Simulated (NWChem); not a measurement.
System: acetamide (C2H5NO); SMILES CC(N)=O

Here is an NWChem input.

```
start job
memory heap 200 mb stack 900 mb global 1100 mb
geometry units angstroms noautosym nocenter noautoz
  C      0.070316     1.409761     0.032542
  C     -0.102132    -0.102678     0.136880
  N      1.018711    -0.840849    -0.150155
  O     -1.167035    -0.620017     0.454662
  H      1.085009     1.739700    -0.263903
  H     -0.185408     1.860526     1.011438
  H     -0.664747     1.797131    -0.699890
  H      0.950315    -1.857506    -0.093403
  H      1.906756    -0.420104    -0.414798
end
basis spherical
  C library 6-31g*
  N library 6-31g*
  O library 6-31g*
  H library 6-31g*
end
dft
  xc pbe0
  iterations 150
end
property
  efieldgrad
end
task dft property
```

Geometry: optimised at PBE-D3(BJ)/def2-SVP.

Vzz is the largest principal value of the second derivative of the potential at the nucleus (NWChem prints the opposite sign); η is the asymmetry. Non-relativistic.

Atoms are numbered as in the input.

Question: Predict the main results of this run. (PBE0/6-31G* (spherical d).) Quantities: Vzz N3 (a.u.); η N3; Vzz O4 (a.u.); η O4.

Answer: 
```
Quantity       Result
-------------  ------
Vzz N3 (a.u.)  -0.923
η N3             0.04
Vzz O4 (a.u.)  -1.532
η O4             0.17
```
